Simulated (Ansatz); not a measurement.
# CH₂ (singlet): wave-function methods side by side at scale of all distances = 1.505, cc-pVDZ

How much of the correlation energy of CH₂ (singlet) does each wave-function method recover here?

Program: Ansatz 0.2.0, Gaussian basis. Level of theory: cc-pVDZ, core rule «outside noble gas», up to 1 orbitals frozen. These are calculated values, not measurements.

The runs, in order: UHF; CCSD(T) on RHF; CCSD(T) on UHF; BCCD(T) on RHF; CISD; CCSDT(Q) on RHF; CCSDT(Q) on UHF; CISDTQ; CCSDTQ on RHF; CASSCF and MRCISD+Q, 2 electrons in 2 orbitals; CASSCF and NEVPT2, 2 electrons in 2 orbitals; CASSCF and MRCISD+Q, 6 electrons in 6 orbitals; CASSCF and NEVPT2, 6 electrons in 6 orbitals; Full CI.

14 further runs of the same task are left out: 9 that didn't finish, 5 set aside as unsound or not needed.

### Step 1. The system

The geometry derives from a PBE0/def2-TZVP stationary point (not a proven minimum). All distances are scaled together.

3 atoms, charge 0, spin multiplicity 1.

Atoms are counted from 1 here; the program's logs count them from 0.

No contacts short enough for the rule that draws bonds.

### Step 2. UHF

File in.yaml:

```yaml
crystal:
  periodic: [false, false, false]
  atoms:
    - {symbol: C, position_ang: [0.000000, -0.152098, 0.000000]}
    - {symbol: H, position_ang: [0.000000, 0.906209, -1.297450]}
    - {symbol: H, position_ang: [0.000000, 0.906209, 1.297450]}
basis:
  gaussian: {orbitals: cc-pVDZ}
magnetization: {spin_polarized: true, initial_magnetization: 0}
hamiltonian: {xc: hf}
output: {orbitals: {seedname: orbitals}}
```

Run with:

```console
$ ansatz run in.yaml --threads 1 --pin off --events-out ev --progress --plain --max-ram 2393MiB
```

Further steps of the session: CCSD(T) on RHF; CCSD(T) on UHF; BCCD(T) on RHF; CISD; CCSDT(Q) on RHF; CCSDT(Q) on UHF; CISDTQ; CCSDTQ on RHF; CASSCF and MRCISD+Q, 2 electrons in 2 orbitals; CASSCF and NEVPT2, 2 electrons in 2 orbitals; CASSCF and MRCISD+Q, 6 electrons in 6 orbitals; CASSCF and NEVPT2, 6 electrons in 6 orbitals; Full CI.

Before running them: what should the planned runs give, taken together? Wanted: FCI below the RHF energy; RMP2 from FCI; UMP2 from FCI; RCCSD from FCI; RCCSD(T) from FCI; UCCSD(T) from FCI; RCCSDT(Q) from FCI; UCCSDT(Q) from FCI; NEVPT2 pair from FCI.

**Answer**, as computed:

| quantity | value |
| --- | --- |
| FCI below the RHF energy | -4.9251 eV |
| RMP2 from FCI | +1335.9 meV |
| UMP2 from FCI | +1786.9 meV |
| RCCSD from FCI | +205.5 meV |
| RCCSD(T) from FCI | +36.5 meV |
| UCCSD(T) from FCI | +50.4 meV |
| RCCSDT(Q) from FCI | +0.6 meV |
| UCCSDT(Q) from FCI | -3.4 meV |
| NEVPT2 pair from FCI | +1044.8 meV |
| MRCISD+Q pair from FCI | -66.2 meV |
| NEVPT2 valence from FCI | +448.7 meV |
| levels within 1 kcal/mol (43 meV) | RCCSD(T), BCCD(T), RCCSDT, UCCSDT, CISDTQ, RCCSDT(Q), UCCSDT(Q), RCCSDTQ, MRCISD+Q valence |
| T1 diagnostic | 0.023 |
| effectively unpaired electrons | 0.25 |

**Reading.** RCCSD(T) misses by +36.5 meV, 0.7 % of the correlation energy. UCCSDT(Q), MRCISD+Q pair fall below full CI: unrestricted runs freeze a spin-polarised core, another one than full CI's, and coupled cluster isn't variational. The occupations show some static correlation. Of the multireference levels listed MRCISD+Q valence comes nearest in total energy (+6.3 meV), which doesn't show that its space is the better one. Coupled cluster took another determinant than the lowest Hartree-Fock one. These misses are within one basis, not against nature.
